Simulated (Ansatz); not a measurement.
Elements on the sites of an ideal bcc lattice, at a guessed lattice constant:

```yaml
crystal:
  lattice:
    - [6.13314, 0.00000, 0.00000]
    - [0.00000, 6.13314, 0.00000]
    - [0.00000, 0.00000, 6.13314]
  atoms:
    - { symbol: Fe, position: [0.00000, 0.00000, 0.00000] }
    - { symbol: Fe, position: [0.50000, 0.00000, 0.00000] }
    - { symbol: Fe, position: [0.25000, 0.25000, 0.25000] }
    - { symbol: Fe, position: [0.50000, 0.50000, 0.00000] }
    - { symbol: Fe, position: [0.00000, 0.50000, 0.50000] }
    - { symbol: Fe, position: [0.25000, 0.75000, 0.25000] }
    - { symbol: Fe, position: [0.50000, 0.50000, 0.50000] }
    - { symbol: Fe, position: [0.75000, 0.75000, 0.25000] }
    - { symbol: Fe, position: [0.75000, 0.25000, 0.75000] }
    - { symbol: Ta, position: [0.00000, 0.50000, 0.00000] }
    - { symbol: Ta, position: [0.00000, 0.00000, 0.50000] }
    - { symbol: Ta, position: [0.50000, 0.00000, 0.50000] }
    - { symbol: Ta, position: [0.75000, 0.25000, 0.25000] }
    - { symbol: Ta, position: [0.25000, 0.25000, 0.75000] }
    - { symbol: Ta, position: [0.25000, 0.75000, 0.75000] }
    - { symbol: Ta, position: [0.75000, 0.75000, 0.75000] }
```

Cell and atoms were relaxed without symmetry on coarser meshes and computed once more. These are results of Ansatz, DFT PBE, scalar-relativistic, plane waves, PAW, not measurements.

Plane waves to 420 eV, a k mesh through Γ of 5×6×5 on the computed 16-atom cell and Gaussian smearing (0.10 eV); collinear spin from starting moments 2.06 1.89 2.16 1.77 2.02 2.07 1.78 2.12 2.17 -0.2 -0.28 -0.21 -0.28 -0.22 -0.28 -0.27 μB.

The relaxation ran on 2×2×2 (shifted) k points with a smearing of 0.1 eV, from sites shaken by 0.02 Å.

Problem. What does the relaxation give?

Solution. A volume of 14.36 Å³/atom and no gap on the mesh. It lies 0.04 eV/atom above the elements' standard states (static lattices, no corrections for gases). The atoms leave their sites by 0.08 Å (root mean square) and 0.13 Å at most, and the cell stretches by up to 2.8 % at fixed volume. One magnetic start was tried.

```
CELL_PARAMETERS angstrom
6.25024 0.01354 -0.03339
0.01354 6.09893 -0.10396
-0.03339 -0.10396 6.02846
ATOMIC_POSITIONS crystal
Fe 0.99993 0.00414 0.99985
Fe 0.50184 0.99834 0.00214
Fe 0.24868 0.25079 0.24922
Fe 0.50321 0.50767 0.00826
Fe 0.00434 0.49586 0.50151
Fe 0.26265 0.74119 0.24964
Fe 0.49002 0.50065 0.49233
Fe 0.74316 0.74977 0.24532
Fe 0.75300 0.24758 0.74977
Ta 0.00276 0.50224 0.02016
Ta 0.00127 0.99638 0.47843
Ta 0.50095 0.99716 0.48418
Ta 0.73652 0.26325 0.24163
Ta 0.26439 0.25452 0.76024
Ta 0.25373 0.74864 0.75942
Ta 0.74611 0.73843 0.75343
```

The final mesh leaves forces up to 0.12 eV/Å and stresses up to 0.5 GPa: the relaxation ran on a coarser mesh, so the cell's shape, its bonds and its energy belong partly to that mesh.

Spin-orbit coupling is left out, which matters for the bands of heavy elements. Only parallel moments were tried here.

Cost: 2 runs of about 59 core-minutes in all (earlier runs that led there not counted), on Intel Xeon Processor @ 2.50GHz (Skylake/Cascade Lake) (shared hosts).